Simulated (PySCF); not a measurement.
## Deuteron quadrupole couplings in N-methylformamide

N-methylformamide, C₂H₅NO.
Numbering: `[CH3:1][NH:2][CH:3]=[O:4]` (hydrogens: H5, H6, H7 on C1; H8 on N2; H9 on C3)

Structure used (PBE0-D3(BJ)/def2-TZVP), in Å, numbered top down from 1:
```xyz
9
C2H5NO angstrom
C     -1.0951   -0.1474    0.0970
N      0.1595    0.4787   -0.2348
C      1.3542   -0.1077   -0.0080
O      1.5158   -1.2068    0.4698
H     -1.5750    0.3375    0.9518
H     -0.8880   -1.1840    0.3572
H     -1.7785   -0.1215   -0.7540
H      0.1613    1.4102   -0.6119
H      2.1981    0.5370   -0.3180
```

Level: PBE0/pcSseg-2 (PySCF, non-relativistic); Q(2H) = 0.00286 b; rigid geometry, the same for H and D, with no vibrational averaging.

**Question.** Rank these positions by the coupling χzz of a deuteron there, largest first.
A. H9 (formyl hydrogen)
B. H8 (amide N–H hydrogen)
C. H6 (methyl hydrogen)

**Answer.** B (265 kHz), C (186 kHz), A (171 kHz).

**Question.** Give the electric field gradient Vzz (the principal value of largest size), its asymmetry and the 2H coupling at each hydrogen.

**Answer.** 
| atom | bonded to | bond length (Å) | Vzz (au) | η | χzz (kHz) |
| --- | --- | --- | --- | --- | --- |
| H5 | C1 | 1.094 | 0.2782 | 0.07 | 187 |
| H6 | C1 | 1.089 | 0.2773 | 0.06 | 186 |
| H7 | C1 | 1.092 | 0.2812 | 0.07 | 189 |
| H8 | N2 | 1.005 | 0.3944 | 0.19 | 265 |
| H9 | C3 | 1.106 | 0.2542 | 0.07 | 171 |

**Question.** Average by the element that carries the hydrogen.

**Answer.** on C: 183 kHz over 4 positions, mean bond length 1.095 Å; on N: 265 kHz over 1 position, mean bond length 1.005 Å.

**Question.** Give the 2H NMR doublet splittings at H9 for a magnetic field along the z, y and x axes of the gradient: 3χ/2, 3χ(1 + η)/4, 3χ(1 − η)/4.

**Answer.** With |χ| = 170.8 kHz and η = 0.069: 256, 137 and 119 kHz, to first order and without motion.

One conformer (not necessarily the lowest) at the PBE0-D3(BJ)/def2-TZVP geometry, without solvent, vibrations or thermal averaging.
